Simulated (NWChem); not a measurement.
# ethanethiol (C2H6S); SMILES CCS

```xyz
9

C      0.3590    -1.6363    -0.0494
C     -0.6390    -0.4984     0.0396
S      0.1001     1.1635    -0.0599
H     -0.1581    -2.6097    -0.0422
H      1.0567    -1.6228     0.8026
H      0.9557    -1.5671    -0.9710
H     -1.3413    -0.5260    -0.8085
H     -1.2502    -0.5675     0.9528
H      0.8163     1.0856     1.0830
```
Atoms are numbered in this order, from 1.

Computed with NWChem. Structure relaxed at the PBE0/def2-SVP level. Ions are spin-unrestricted doublets at the neutral geometry; other ion states weren't tried.

| level | basis functions | vertical ionisation energy, ΔSCF (eV) | −ε(HOMO) (eV) | ΔSCF minus −ε(HOMO) (eV) | relative time |
|---|---|---|---|---|---|
| PBE/3-21G | 43 | 9.21 | 5.40 | 3.81 | 1 |
| PBE/pcseg-1 | 76 | 9.18 | 5.57 | 3.61 | 3 |
| PBE/aug-pcseg-1 | 127 | 9.15 | 5.60 | 3.55 | 9 |
| PBE/pcseg-2 | 178 | 9.12 | 5.57 | 3.55 | 10 |
| PBE/def2-TZVPP | 188 | 9.09 | 5.52 | 3.57 | 10 |

Times are rough ratios from one shared machine.
